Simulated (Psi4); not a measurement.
# BH3O2 (SMILES OBO): entropy by statistical mechanics

A singlet with charge 0, relaxed at B3LYP-D3(BJ)/def2-TZVP (density fitting) (Psi4 1.11):

```xyz
6

O    -1.1783   -0.5249   -0.2536
B     0.0505    0.0291   -0.0743
O     0.5824   -0.0534    1.1745
H    -1.5060   -0.4395   -1.1523
H     0.6375    0.5630   -0.9742
H     1.4500    0.3522    1.2453
```

Harmonic wavenumbers in cm⁻¹: 499, 504, 573, 933, 956, 987, 1119, 1235, 1463, 2571, 3867, 3869.

Masses in u: O 15.999, B 10.81, H 1.008. Take T = 298.15 K, p = 1 bar, R = 8.3145 J/(mol K), kT/hc = 207.22 cm⁻¹, rigid rotor and harmonic oscillator.

Q: Work out S° at 298 K.

A: 
1. Translation (Sackur–Tetrode): S = R[3/2 ln M + 5/2 ln T − 1.1517] with M = 45.832 gives 156.6 J/(mol K).
2. Rotation: principal moments 7.280, 50.509, 57.789 u Å² give A, B, C = 2.3158, 0.3338, 0.2917 cm⁻¹; the symmetry number is σ = 2; q = (√π/σ)√((kT/hc)³/ABC) = 5567; S = R(ln q + 3/2) = 84.2.
3. Vibration: with u = ν̃/207.22, each mode gives R[u/(eᵘ − 1) − ln(1 − e⁻ᵘ)]; the sum is 9.4, most from 499 cm⁻¹ (2.8), 504 cm⁻¹ (2.7), 573 cm⁻¹ (2.1).
4. Spin: R ln 1 = 0.0.
5. Sum: 156.6 + 84.2 + 9.4 + 0.0 = 250.2 J/(mol K).

No measured value is set beside it here.
